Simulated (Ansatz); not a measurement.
A made-up structure of B₂NH₂, doublet:

B1  (-1.637, -0.902, 1.385)
B2  (-0.502, -0.280, 0.429)
N3  (0.456, 0.248, -0.385)
H4  (-2.215, -1.329, 2.282)
H5  (0.386, 0.249, -1.391)
(Å)

It is relaxed with PBE-D4/def2-SVP and then PBE0-D4/def2-TZVP (Ansatz 0.2.0). Atoms count as bonded within 1.22 times the sum of their covalent radii (H–H: 0.88 Å). The end point is not checked to be a true minimum.

Does its bonding change? (A judgement: the text doesn't fix the answer.)

The calculation gives: No: no bond forms or breaks.

Where it ends: The first stage lowers the energy by 0.32 eV in 15 steps. It ends as B₂NH₂ ([BH][B][NH]):
```
5
angstrom
B -1.7198 -1.0072 1.3252
B -0.6474 -0.3717 0.3072
N 0.1292 0.0867 -0.5500
H -2.0416 -1.1855 2.4479
H 0.7673 0.4638 -1.2098
```

Labels in which every atom is bracketed show which atoms are joined, not bond orders.

For scale, one of the runs: PBE0-D4/def2-TZVP relaxation, 105 basis functions, launched by `ansatz run in.yaml --threads 2 --pin off --events-out ev --progress --plain --max-ram 4352MiB`. Hardware: 2 CPU threads of an Intel Xeon Platinum 8259CL, shared host. Wall time about 23 s.
